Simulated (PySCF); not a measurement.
**C₃H₅F: NMR shifts at several levels of theory**

Aim: compute the NMR shifts of C₃H₅F (`C/C=C/F`) at several levels, and see how far they spread and what each costs.

The runs use PySCF 2.14.0, with density-fitted response routines of our own; the level of theory stands in each step. All values are computed, except where a source is named. Atoms are numbered from 0 throughout.

**1. Starting geometry**

9 atoms, charge 0, multiplicity 1; geometry from: MMFF94s. The atoms were then displaced at random by about 0.03 Å, so the start is not that level's minimum.

Bonds of the start (Å): C0–C1 1.44, C1–C2 1.30, C2–F3 1.50, C0–H4 1.05, C0–H5 1.14, C0–H6 1.15, C1–H7 1.12, C2–H8 1.05.

**2. Optimising the geometry at PBE0-D3(BJ)/def2-SVP**

The job: settings as JSON, then the geometry in Å.

```
{"job": {"xc": "PBE0", "basis": "def2-SVP", "d3": "d3bj", "grid": 1, "shake": 0.03, "kind": "geom"}, "charge": 0, "multiplicity": 1}
C     -1.110950    -0.110460     0.018820
C      0.214350     0.451350     0.065050
C      1.245090    -0.319810    -0.088590
F      2.648280     0.203630    -0.004630
H     -1.226990    -1.134100    -0.196450
H     -1.702280     0.200360     0.937420
H     -1.679220     0.458130    -0.806890
H      0.423030     1.544950     0.223790
H      1.321440    -1.363500    -0.174170
```

On the command line:

```sh
OMP_NUM_THREADS=1 python probes_run.py task.json out
```

The driver reads the jobs from task.json and runs them one after another.

The log of the run:

```text
step   0  E = -216.71550457  max force = 0.107032
step   1  E = -216.73609289  max force = 0.038152
step   2  E = -216.73802573  max force = 0.028172
step   3  E = -216.73902135  max force = 0.031838
step   4  E = -216.74188162  max force = 0.009669
step   5  E = -216.74213868  max force = 0.004187
step   6  E = -216.74240664  max force = 0.002490
step   7  E = -216.74242189  max force = 0.003221
step   8  E = -216.74247079  max force = 0.000230
step   9  E = -216.74247352  max force = 0.000105
optimisation converged
```

Run time: 16 s. Hardware: 1 thread of Arm Neoverse V1, shared host; peak memory 0.34 GiB.

Relaxation path:

```
step  energy from step 0 (eV)  largest force component (eV/Å)
   0                   0.0000                          5.5038
   1                  -0.5602                          1.9619
   2                  -0.6128                          1.4487
   3                  -0.6399                          1.6372
   4                  -0.7178                          0.4972
   5                  -0.7248                          0.2153
   6                  -0.7320                          0.1280
   7                  -0.7325                          0.1656
   8                  -0.7338                          0.0118
   9                  -0.7339                          0.0054
```

Close pairs (by a distance rule), those that changed most:

```
 bond  before (Å)  after (Å)  change (Å)
C2–F3       1.500      1.332      -0.168
C0–C1       1.440      1.492      +0.052
C0–H6       1.152      1.102      -0.050
C0–H4       1.052      1.100      +0.048
C2–H8       1.050      1.096      +0.046
C0–H5       1.136      1.103      -0.033
C1–C2       1.296      1.329      +0.032
C1–H7       1.125      1.096      -0.029
```

The final coordinates are the input of the step that follows.

```
                         at the end point                 value
  point group (found at 0.08 Å tolerance)                    Cs
rotational constants (GHz, main isotopes)  43.516, 3.881, 3.644
                        dipole moment (D)                  1.59
```

**3. Shielding tensors: PBE0/cc-pVDZ**

The job: settings as JSON, then the geometry in Å.

```
{"job": {"kind": "nmr", "xc": "PBE0", "basis": "cc-pVDZ", "pop": true}, "charge": 0, "multiplicity": 1}
C     -1.140181    -0.105825     0.090044
C      0.229103     0.483089     0.031258
C      1.333958    -0.233571    -0.146615
F      2.546774     0.314942    -0.193082
H     -1.120531    -1.198371    -0.039217
H     -1.627039     0.109989     1.055437
H     -1.791287     0.314720    -0.693874
H      0.341902     1.567399     0.140250
H      1.360051    -1.321823    -0.269851
```

Level: GIAO PBE0/cc-pVDZ NMR shielding, non-relativistic, gas phase.

The log of the run:

```text
coarse grid: 7448 points
cycle   1  E = -216.8654265812  dE =  3.648e-01  |g| = 4.575e-01  |ddm| = 5.240e+00
cycle   2  E = -216.8415716117  dE =  2.385e-02  |g| = 5.847e-01  |ddm| = 1.435e+00
cycle   3  E = -216.9054543512  dE = -6.388e-02  |g| = 6.527e-02  |ddm| = 7.979e-01
cycle   4  E = -216.9064175554  dE = -9.632e-04  |g| = 2.651e-02  |ddm| = 1.373e-01
cycle   5  E = -216.9065702809  dE = -1.527e-04  |g| = 8.374e-03  |ddm| = 4.442e-02
cycle   6  E = -216.9065847101  dE = -1.443e-05  |g| = 2.445e-03  |ddm| = 1.492e-02
cycle   7  E = -216.9065861243  dE = -1.414e-06  |g| = 2.605e-04  |ddm| = 3.592e-03
final grid: 72088 points
cycle   8  E = -216.9100183785  dE = -1.588e-05  |g| = 6.365e-03  |ddm| = 4.290e-02
cycle   9  E = -216.9100142008  dE =  4.178e-06  |g| = 7.937e-03  |ddm| = 2.307e-02
cycle  10  E = -216.9100285568  dE = -1.436e-05  |g| = 1.236e-03  |ddm| = 1.233e-02
cycle  11  E = -216.9100288629  dE = -3.060e-07  |g| = 1.619e-04  |ddm| = 1.901e-03
cycle  12  E = -216.9100288678  dE = -4.911e-09  |g| = 8.765e-05  |ddm| = 3.362e-04
cycle  13  E = -216.9100288695  dE = -1.724e-09  |g| = 1.382e-05  |ddm| = 1.282e-04
cycle  14  E = -216.9100288696  dE = -4.297e-11  |g| = 4.371e-06  |ddm| = 2.662e-05
converged SCF energy = -216.9100288696

GIAO shielding tensors (ppm)
atom      isotropic    diamagn.    paramagn.     s11        s22        s33       span
  0 C      183.644     246.380     -62.736    173.342    181.307    196.284     22.941
  1 C       90.650     254.685    -164.035     -4.567    107.648    168.869    173.436
  2 C       47.791     252.601    -204.810    -42.776     92.529     93.620    136.396
  3 F      307.080     467.824    -160.744    228.282    296.791    396.167    167.885
  4 H       29.953      30.708      -0.756     26.566     28.834     34.458      7.892
  5 H       29.744      28.863       0.881     25.765     27.518     35.948     10.183
  6 H       29.749      28.858       0.891     25.779     27.525     35.943     10.164
  7 H       26.091      31.108      -5.017     24.412     25.234     28.627      4.214
  8 H       24.836      31.096      -6.260     22.433     24.059     28.017      5.584
```

Wall time 3.8 s (1 thread of Arm Neoverse V1, shared host); peak memory 0.41 GiB.

Shifts follow as δ = σ(reference) − σ, with reference shieldings (ppm) from runs at the same level and on the same kind of geometry: 1H TMS 31.29, 13C TMS 196.8, 19F CFCl3 200.9. The references are single molecules in the gas phase, so shifts against H2O, NH3, PH3, H3PO4 or CFCl3 are not on the usual liquid scales and can be off by tens of ppm. Atoms listed in one row are averaged.

```
     atoms                           environment  σ (ppm)  δ (ppm)
        C2                             alkene CH     47.8    149.0
        C1                             alkene CH     90.6    106.1
        C0                 allylic methyl carbon    183.6     13.1
        H8              hydrogen on an alkene CH    24.84     6.45
        H7              hydrogen on an alkene CH    26.09     5.20
H4, H5, H6  hydrogen on an allylic methyl carbon    29.82     1.47
        F3                      vinylic fluorine    307.1   -106.1
```

The run also stored atomic charges by several schemes (e):

```
atoms  Mulliken    IAO  Hirshfeld  ESP fit
   C0     -0.05  -0.41      -0.10    -0.36
   C1     -0.17  -0.20      -0.07    -0.10
   C2      0.17   0.13       0.02    -0.09
   F3     -0.18  -0.26      -0.08    -0.12
```

Mayer bond orders: C0–C1 1.09, C1–C2 1.91, C2–F3 1.11.

**4. NMR shieldings: PBE0/cc-pVTZ**

Same as in step 3 but for these lines:

```diff
@@ -1,2 +1,2 @@
-{"job": {"kind": "nmr", "xc": "PBE0", "basis": "cc-pVDZ", "pop": true}, "charge": 0, "multiplicity": 1}
+{"job": {"kind": "nmr", "xc": "PBE0", "basis": "cc-pVTZ", "pop": true}, "charge": 0, "multiplicity": 1}
 C     -1.140181    -0.105825     0.090044
```

Level: GIAO PBE0/cc-pVTZ NMR shielding, non-relativistic, gas phase.

The log of the run:

```text
coarse grid: 7448 points
cycle   1  E = -216.9438477384  dE =  3.359e-01  |g| = 4.655e-01  |ddm| = 5.784e+00
cycle   2  E = -216.9192786431  dE =  2.457e-02  |g| = 6.075e-01  |ddm| = 1.458e+00
cycle   3  E = -216.9835220849  dE = -6.424e-02  |g| = 6.843e-02  |ddm| = 8.362e-01
cycle   4  E = -216.9844472594  dE = -9.252e-04  |g| = 3.110e-02  |ddm| = 1.426e-01
cycle   5  E = -216.9846561944  dE = -2.089e-04  |g| = 9.068e-03  |ddm| = 5.050e-02
cycle   6  E = -216.9846702555  dE = -1.406e-05  |g| = 3.242e-03  |ddm| = 1.558e-02
cycle   7  E = -216.9846725262  dE = -2.271e-06  |g| = 2.732e-04  |ddm| = 4.350e-03
final grid: 72088 points
cycle   8  E = -216.9794312224  dE = -5.303e-05  |g| = 6.319e-03  |ddm| = 9.011e-02
cycle   9  E = -216.9794275739  dE =  3.649e-06  |g| = 7.669e-03  |ddm| = 2.227e-02
cycle  10  E = -216.9794401798  dE = -1.261e-05  |g| = 1.335e-03  |ddm| = 1.151e-02
cycle  11  E = -216.9794404809  dE = -3.011e-07  |g| = 2.426e-04  |ddm| = 2.137e-03
cycle  12  E = -216.9794404910  dE = -1.009e-08  |g| = 1.145e-04  |ddm| = 4.400e-04
cycle  13  E = -216.9794404938  dE = -2.843e-09  |g| = 2.455e-05  |ddm| = 1.762e-04
cycle  14  E = -216.9794404940  dE = -1.322e-10  |g| = 5.151e-06  |ddm| = 3.690e-05
converged SCF energy = -216.9794404940

GIAO shielding tensors (ppm)
atom      isotropic    diamagn.    paramagn.     s11        s22        s33       span
  0 C      174.809     242.845     -68.036    162.773    173.450    188.204     25.431
  1 C       76.534     252.954    -176.420    -26.463     96.347    159.718    186.181
  2 C       31.079     248.719    -217.640    -64.781     75.714     82.304    147.085
  3 F      301.648     465.726    -164.078    217.570    298.652    388.723    171.153
  4 H       29.760      29.866      -0.106     26.243     28.751     34.285      8.043
  5 H       29.686      29.095       0.592     25.675     27.418     35.966     10.290
  6 H       29.690      29.097       0.593     25.688     27.422     35.961     10.273
  7 H       25.872      30.384      -4.512     24.526     24.844     28.246      3.721
  8 H       24.670      30.095      -5.425     22.418     23.663     27.928      5.510
```

Run time: 11 s. Hardware: 1 thread of Arm Neoverse V1, shared host; peak memory 0.68 GiB.

In short: δ C2 156.2, C1 110.8, C0 12.5, F3 -119.1, H8 6.62, H7 5.42 ppm.

**5. NMR shieldings: PBE0/aug-cc-pVDZ**

Same as in step 4 but for these lines:

```diff
@@ -1,2 +1,2 @@
-{"job": {"kind": "nmr", "xc": "PBE0", "basis": "cc-pVTZ", "pop": true}, "charge": 0, "multiplicity": 1}
+{"job": {"kind": "nmr", "xc": "PBE0", "basis": "aug-cc-pVDZ", "pop": true}, "charge": 0, "multiplicity": 1}
 C     -1.140181    -0.105825     0.090044
```

Method: GIAO PBE0/aug-cc-pVDZ NMR shielding, non-relativistic, gas phase.

The log of the run:

```text
coarse grid: 7448 points
cycle   1  E = -216.8867521112  dE =  3.585e-01  |g| = 4.167e-01  |ddm| = 6.895e+00
cycle   2  E = -216.8639433152  dE =  2.281e-02  |g| = 5.435e-01  |ddm| = 1.543e+00
cycle   3  E = -216.9218058373  dE = -5.786e-02  |g| = 6.324e-02  |ddm| = 8.773e-01
cycle   4  E = -216.9226888618  dE = -8.830e-04  |g| = 2.620e-02  |ddm| = 1.828e-01
cycle   5  E = -216.9228413489  dE = -1.525e-04  |g| = 7.785e-03  |ddm| = 6.165e-02
cycle   6  E = -216.9228522438  dE = -1.089e-05  |g| = 2.954e-03  |ddm| = 1.669e-02
cycle   7  E = -216.9228542520  dE = -2.008e-06  |g| = 2.321e-04  |ddm| = 4.570e-03
final grid: 72088 points
cycle   8  E = -216.9263310254  dE = -1.968e-05  |g| = 6.241e-03  |ddm| = 1.235e-01
cycle   9  E = -216.9263269571  dE =  4.068e-06  |g| = 7.775e-03  |ddm| = 3.447e-02
cycle  10  E = -216.9263408013  dE = -1.384e-05  |g| = 1.275e-03  |ddm| = 1.509e-02
cycle  11  E = -216.9263411221  dE = -3.207e-07  |g| = 1.540e-04  |ddm| = 2.254e-03
cycle  12  E = -216.9263411260  dE = -3.936e-09  |g| = 9.200e-05  |ddm| = 4.497e-04
cycle  13  E = -216.9263411279  dE = -1.913e-09  |g| = 1.755e-05  |ddm| = 1.764e-04
cycle  14  E = -216.9263411280  dE = -7.373e-11  |g| = 4.098e-06  |ddm| = 4.437e-05
converged SCF energy = -216.9263411280

GIAO shielding tensors (ppm)
atom      isotropic    diamagn.    paramagn.     s11        s22        s33       span
  0 C      182.861     230.222     -47.362    172.016    181.149    195.418     23.402
  1 C       88.022     205.163    -117.141     -8.108    104.496    167.677    175.785
  2 C       46.927     236.601    -189.674    -42.068     90.061     92.789    134.857
  3 F      317.629     475.579    -157.949    242.465    313.031    397.393    154.928
  4 H       29.792      31.426      -1.633     26.323     28.846     34.209      7.886
  5 H       29.723      26.347       3.376     25.795     27.503     35.871     10.076
  6 H       29.726      26.390       3.336     25.805     27.507     35.867     10.062
  7 H       25.826      31.802      -5.976     24.700     24.730     28.049      3.349
  8 H       24.556      32.253      -7.697     22.291     23.539     27.838      5.548
```

It took 7 s on 1 thread of Arm Neoverse V1, shared host; peak memory 0.53 GiB.

This run: δ C2 148.2, C1 107.1, C0 12.3, F3 -123.5, H8 6.84, H7 5.57 ppm.

**6. Nuclear shieldings: PBE0/IGLO-III**

Same as in step 5 but for these lines:

```diff
@@ -1,2 +1,2 @@
-{"job": {"kind": "nmr", "xc": "PBE0", "basis": "aug-cc-pVDZ", "pop": true}, "charge": 0, "multiplicity": 1}
+{"job": {"kind": "nmr", "xc": "PBE0", "basis": "IGLO-III", "pop": true}, "charge": 0, "multiplicity": 1}
 C     -1.140181    -0.105825     0.090044
```

With the program's defaults for keys left out, this is: GIAO PBE0/IGLO-III NMR shielding, non-relativistic, gas phase.

The log of the run:

```text
coarse grid: 7448 points
cycle   1  E = -216.9511677798  dE =  3.393e-01  |g| = 4.688e-01  |ddm| = 1.834e+00
cycle   2  E = -216.9246238299  dE =  2.654e-02  |g| = 6.176e-01  |ddm| = 5.378e-01
cycle   3  E = -216.9907715920  dE = -6.615e-02  |g| = 6.820e-02  |ddm| = 3.002e-01
cycle   4  E = -216.9916228443  dE = -8.513e-04  |g| = 3.233e-02  |ddm| = 4.873e-02
cycle   5  E = -216.9918546598  dE = -2.318e-04  |g| = 8.958e-03  |ddm| = 1.983e-02
cycle   6  E = -216.9918679018  dE = -1.324e-05  |g| = 3.553e-03  |ddm| = 5.704e-03
cycle   7  E = -216.9918706170  dE = -2.715e-06  |g| = 2.747e-04  |ddm| = 1.503e-03
final grid: 72088 points
cycle   8  E = -216.9928170243  dE = -6.088e-05  |g| = 6.075e-03  |ddm| = 4.090e-02
cycle   9  E = -216.9928141397  dE =  2.885e-06  |g| = 7.150e-03  |ddm| = 6.710e-03
cycle  10  E = -216.9928253590  dE = -1.122e-05  |g| = 1.314e-03  |ddm| = 3.299e-03
cycle  11  E = -216.9928256423  dE = -2.833e-07  |g| = 2.770e-04  |ddm| = 8.254e-04
cycle  12  E = -216.9928256555  dE = -1.317e-08  |g| = 1.126e-04  |ddm| = 1.777e-04
cycle  13  E = -216.9928256582  dE = -2.710e-09  |g| = 2.620e-05  |ddm| = 6.001e-05
cycle  14  E = -216.9928256583  dE = -1.539e-10  |g| = 4.717e-06  |ddm| = 1.337e-05
converged SCF energy = -216.9928256583

GIAO shielding tensors (ppm)
atom      isotropic    diamagn.    paramagn.     s11        s22        s33       span
  0 C      171.279     247.215     -75.937    158.753    170.022    185.062     26.309
  1 C       68.554     253.258    -184.704    -37.778     88.405    155.035    192.813
  2 C       23.164     251.500    -228.336    -75.377     69.077     75.792    151.169
  3 F      303.647     467.123    -163.476    222.649    299.218    389.075    166.425
  4 H       29.842      30.135      -0.293     26.276     28.928     34.322      8.046
  5 H       29.754      28.776       0.978     25.730     27.518     36.015     10.285
  6 H       29.759      28.770       0.989     25.744     27.522     36.010     10.266
  7 H       25.859      30.279      -4.420     24.579     24.842     28.156      3.577
  8 H       24.643      30.424      -5.781     22.365     23.625     27.940      5.575
```

It took 10 s on 1 thread of Arm Neoverse V1, shared host; peak memory 0.72 GiB.

Key values: δ C2 160.6, C1 115.2, C0 12.5, F3 -129.0, H8 6.73, H7 5.52 ppm.

**7. Nuclear shieldings: PBE0/pcSseg-0**

Same as in step 6 but for these lines:

```diff
@@ -1,2 +1,2 @@
-{"job": {"kind": "nmr", "xc": "PBE0", "basis": "IGLO-III", "pop": true}, "charge": 0, "multiplicity": 1}
+{"job": {"kind": "nmr", "xc": "PBE0", "basis": "pcSseg-0", "pop": true}, "charge": 0, "multiplicity": 1}
 C     -1.140181    -0.105825     0.090044
```

Level: GIAO PBE0/pcSseg-0 NMR shielding, non-relativistic, gas phase.

The log of the run:

```text
coarse grid: 7448 points
cycle   1  E = -216.4111116452  dE =  3.149e-01  |g| = 3.939e-01  |ddm| = 2.788e+00
cycle   2  E = -216.3872989054  dE =  2.381e-02  |g| = 5.411e-01  |ddm| = 8.815e-01
cycle   3  E = -216.4427470732  dE = -5.545e-02  |g| = 4.564e-02  |ddm| = 4.803e-01
cycle   4  E = -216.4430930280  dE = -3.460e-04  |g| = 2.918e-02  |ddm| = 7.999e-02
cycle   5  E = -216.4432823196  dE = -1.893e-04  |g| = 6.696e-03  |ddm| = 3.262e-02
cycle   6  E = -216.4432928028  dE = -1.048e-05  |g| = 9.028e-04  |ddm| = 7.998e-03
cycle   7  E = -216.4432929644  dE = -1.616e-07  |g| = 3.601e-04  |ddm| = 1.189e-03
final grid: 72088 points
cycle   8  E = -216.4049380923  dE = -1.194e-05  |g| = 4.013e-03  |ddm| = 1.682e-02
cycle   9  E = -216.4049385700  dE = -4.777e-07  |g| = 3.771e-03  |ddm| = 7.468e-03
cycle  10  E = -216.4049418985  dE = -3.328e-06  |g| = 4.102e-04  |ddm| = 3.538e-03
cycle  11  E = -216.4049419382  dE = -3.970e-08  |g| = 1.155e-04  |ddm| = 5.233e-04
cycle  12  E = -216.4049419412  dE = -3.014e-09  |g| = 4.473e-05  |ddm| = 1.607e-04
cycle  13  E = -216.4049419417  dE = -5.043e-10  |g| = 4.141e-06  |ddm| = 4.777e-05
converged SCF energy = -216.4049419417

GIAO shielding tensors (ppm)
atom      isotropic    diamagn.    paramagn.     s11        s22        s33       span
  0 C      178.642     247.724     -69.083    165.712    177.195    193.018     27.306
  1 C       75.634     260.614    -184.980    -34.440     94.755    166.587    201.027
  2 C       26.027     255.142    -229.116    -77.630     76.215     79.494    157.124
  3 F      290.817     469.568    -178.751    188.231    257.140    427.080    238.849
  4 H       31.256      29.903       1.352     27.643     30.086     36.038      8.395
  5 H       30.945      28.919       2.026     26.660     28.851     37.324     10.663
  6 H       30.951      28.925       2.027     26.683     28.854     37.317     10.634
  7 H       27.686      30.210      -2.524     25.564     27.219     30.274      4.710
  8 H       26.055      29.429      -3.374     23.948     25.907     28.310      4.362
```

It took 2.2 s on 1 thread of Arm Neoverse V1, shared host; peak memory 0.46 GiB.

Key values: δ C2 167.5, C1 117.9, C0 14.9, F3 -112.4, H8 6.78, H7 5.15 ppm.

**8. Run by run: NMR shifts**

Shifts (ppm), means over like atoms, with basis size and wall time:

```
             run     C2     C1    C0    H8    H7    H4      F3  functions   time
    PBE0/cc-pVDZ  149.0  106.1  13.1  6.45  5.20  1.47  -106.1         81  3.8 s
    PBE0/cc-pVTZ  156.2  110.8  12.5  6.62  5.42  1.58  -119.1        190   11 s
PBE0/aug-cc-pVDZ  148.2  107.1  12.3  6.84  5.57  1.65  -123.5        137    7 s
   PBE0/IGLO-III  160.6  115.2  12.5  6.73  5.52  1.59  -129.0        190   10 s
   PBE0/pcSseg-0  167.5  117.9  14.9  6.78  5.15  1.78  -112.4         46  2.2 s
```

**9. Outcome**

| quantity | value |
| --- | --- |
| point group | Cs |
| rotational constants (main isotopes) | 43.52, 3.88, 3.64 GHz |
| 13C shifts against TMS (PBE0/cc-pVDZ) | 149.0, 106.1, 13.1 ppm |
| 1H shifts against TMS (PBE0/cc-pVDZ, means over atoms taken as alike) | 6.45, 5.20, 1.47 ppm |
| 19F shifts against CFCl3 (PBE0/cc-pVDZ) | -106.1 ppm |
| range of the shift of F3 | -129.0 to -106.1 ppm |

In words: Single values in the summary come from the first run of each kind that ended normally (PBE0/cc-pVDZ), which need not be the best level. The start was shaken at random, so part of the energy gained undoes that. Relaxing lowered the energy by 0.734 eV in 9 steps; the close pair that moved most is C2–F3, from 1.500 to 1.332 Å. In ppm, F3 moves most: its shift spreads over 22.9 ppm, from -129.0 (PBE0/IGLO-III) to -106.1 (PBE0/cc-pVDZ). Most of that comes from the computed reference, not from the atom's own shielding.
